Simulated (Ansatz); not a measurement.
# HN (charge -1): comparison of methods with full CI

Wanted for HN (charge -1): a comparison of methods with full CI.

All numbers are computed with Ansatz 0.2.0, driven from Python. The levels of theory stand in the script.

### 1 The system

Bond lengths: H1–N2 1.075 Å.

The script holds or builds the structure itself.

### 2 Script

fci_hn.py reads:

```python
# -*- coding: utf-8 -*-
"""How close coupled cluster comes to full CI on HN(-)."""

import ansatz as az

BASIS_SET = "6-31G"
NET_CHARGE = -1

geometry_ang = [
    ("H", (0.0, 0.0, 0.0)),
    ("N", (0.0, 0.0, 1.075)),
]
system = az.Crystal.molecule()
for symbol, xyz in geometry_ang:
    system = system.atom(symbol, xyz)

base = system.calculation()
base = base.basis(gaussian=BASIS_SET)
base = base.charge(NET_CHARGE).spin("collinear", total=1)
exact = base.correlation("fci").run().report
print(f"full CI {exact['free_energy_ev'] / 27.211386246:.7f} Ha over {exact['configurations']['states'][0]['n_determinants']} determinants")
print("natural occupations", [round(n, 4) for n in exact["configurations"]["natural_occupations"]])
print(f"hf       misses {1000 * (exact['reference_energy_ev'] - exact['free_energy_ev']) / 27.211386246:9.3f} mHa")
for method in ["mp2", "ccsd", "ccsd_t", "ccsdt_q"]:
    e = base.correlation(method).run().report["free_energy_ev"]
    print(f"{method:8s} misses {1000 * (e - exact['free_energy_ev']) / 27.211386246:9.3f} mHa")
```

### 3 Running it

Started as:

```console
$ python fci_hn.py
```

The program printed:

```text
full CI -54.9436676 Ha over 6304 determinants
natural occupations [1.9843, 1.9773, 1.9586, 0.9924, 0.0374, 0.0213, 0.0132, 0.0091, 0.0045, 0.002]
hf       misses    97.321 mHa
mp2      misses    12.823 mHa
ccsd     misses     1.250 mHa
ccsd_t   misses     0.391 mHa
ccsdt_q  misses     0.009 mHa
```

It took 3.5 s on 1 thread of Arm Neoverse V1, shared host; peak memory 0.15 GiB.

### 4 The engine's runs

One row for each of the 5 runs:

```csv
run,method,energy (eV),<S²>,iterations in all,CPU time (s)
1,fci,-1495.0934,0.75,26,0.51
2,mp2,-1494.7444,0.75,22,0.06
3,ccsd,-1495.0593,0.75,104,0.22
4,ccsd_t,-1495.0827,0.75,104,0.27
5,ccsdt_q,-1495.0931,0.75,104,1.9
```

Correlation energies (total less mean field):

```csv
method,correlation (eV),share of the last,miss against the last (eV),CPU time (s)
mp2,-2.269,86.7 %,+0.349,0.06
ccsd,-2.584,98.7 %,+0.034,0.22
ccsd_t,-2.607,99.6 %,+0.010,0.27
ccsdt_q,-2.618,100.0 %,+0.000,1.9
```

### 5 Outcome

```
                    quantity                                                                   value
         natural occupations  1.9843, 1.9773, 1.9586, 0.9924, 0.0374, 0.0213, 0.0132, 0.0091, 0.0045
        hf misses full CI by                                                              97.321 mHa
       mp2 misses full CI by                                                              12.823 mHa
      ccsd misses full CI by                                                               1.250 mHa
    ccsd_t misses full CI by                                                               0.391 mHa
   ccsdt_q misses full CI by                                                               0.009 mHa
               runs compared                                                                       5
correlation energy, last run                                                               -2.618 eV
```

**Reading.** The natural occupations stay near whole numbers, so one determinant describes the state well. Against full CI in this basis, ccsdt_q comes nearest; 1.6 mHa is 1 kcal/mol. mp2 catches 87 % of the correlation energy of ccsdt_q. What to keep in mind:
- Full CI is exact only within this small basis and its frozen core, at an unrelaxed geometry.
- The species is open-shell (spin multiplicity 2).
- Anions want diffuse functions, which this basis lacks.
